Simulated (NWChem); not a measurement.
# Correlation energy of Li2

```xyz
2

Li     0.0000     0.0000     1.3936
Li     0.0000     0.0000    -1.3936
```
Charge 0, spin multiplicity 1.

Everything below was run with NWChem. Structure: optimised with PBE0/def2-SVP, a minimum by its harmonic frequencies.

Basis set: cc-pVDZ. Each correlation energy counts from its own Hartree-Fock reference.

The correlated methods freeze no orbitals. The structure started from a generated list of species. No row is a measurement; the coupled-cluster row has its own basis-set and correlation limits.

Q: Order these methods by the correlation energy they give, lowest first: MP2, SCS-MP2, CCSD.

A: CCSD (-31.2 mHa), SCS-MP2 (-23.7 mHa), MP2 (-19.8 mHa)
